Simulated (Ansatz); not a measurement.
System: bcc Li. Method: PBEsol (plane waves, PAW; Ansatz, a quantum-chemistry and plane-wave program).

Numerical settings: plane-wave cutoff 500 eV, 16×8×1 k mesh (along the axes of the cell as run), Fermi–Dirac smearing 0.1 eV, scalar-relativistic PAW data made under PBE.

**Question.** Predict the surface energy of the (210) face and work function of the (210) face.

**Answer.** 
surface energy of the (210) face: 0.53 J/m²
work function of the (210) face: 3.04 eV

The slab of 20 atoms is relaxed and unreconstructed.

The computed numbers hold no vibrational or temperature effects.

The result took about 28 core-minutes (a rough figure).
